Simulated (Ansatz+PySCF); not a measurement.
Two shapes of singlet C₄H₄.

Shape 1:

```xyz
8

C     0.6678    0.7833    0.0000
C    -0.6678    0.7833    0.0000
C    -0.6678   -0.7833    0.0000
C     0.6678   -0.7833    0.0000
H     1.4408    1.5532    0.0000
H    -1.4408    1.5532    0.0000
H    -1.4408   -1.5532    0.0000
H     1.4408   -1.5532    0.0000
```

Shape 2:

```xyz
8

C     0.7213    0.8460    0.0000
C    -0.7213    0.8460    0.0000
C    -0.7213   -0.8460    0.0000
C     0.7213   -0.8460    0.0000
H     1.5561    1.6775    0.0000
H    -1.5561    1.6775    0.0000
H    -1.5561   -1.6775    0.0000
H     1.5561   -1.6775    0.0000
```

Basis set: def2-SVP (spherical functions). Correlated methods keep 4 orbitals frozen. Charge 0, multiplicity 1.

Computed with Ansatz (development build ahead of 0.2.0); each method stands on the lowest determinant of its kind that the runs found.

Which shape is lower in energy, and by how much in each method?

| method | E(2) − E(1) (eV) |
| --- | --- |
| UHF | 1.331 |
| RHF-MP2 | 1.253 |
| UHF-MP2 | 1.457 |
| RHF-CCSD | 1.256 |
| RHF-CCSD(T) | 1.107 |

Shape 1 is lower. Caution for UHF, UHF-MP2: the unrestricted determinant is a mixture of spin states; the determinant breaks the point group. Caution for RHF-MP2, RHF-CCSD, RHF-CCSD(T): an unrestricted determinant lies well below. Caution for UHF-MP2: another reference gives a lower total.
